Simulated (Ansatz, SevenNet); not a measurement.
For Ga2O3 (C2/m, No. 12), the machine-learned potential SevenNet-l3i5 (trained on PBE and PBE+U data) gives:

| Property | Value |
|---|---|
| volume per atom | 10.96 Å³/atom |
| polycrystal shear modulus | 68.0 GPa |

Problem. What does r²SCAN (Ansatz, a first-principles code, plane waves, PAW) give for the same quantities?

Solution. 
- equilibrium volume per atom: 10.50 Å³/atom (drops by 4.2 %)
- Voigt–Reuss–Hill shear modulus: 79.9 GPa (grows by 18 %)

Changes are worked out from the printed values.

Unless a cell is named, each level is at its own relaxed cell (SevenNet-l3i5 10.96, r²SCAN 10.50 Å³/atom).

Caveats: the relaxation could not lower the start's symmetry, so the cell can be a saddle point above a distorted one (SevenNet-l3i5, r²SCAN). Ansatz's density-functional and Hartree–Fock values are scalar-relativistic unless marked +SOC, with PAW data made under PBE.
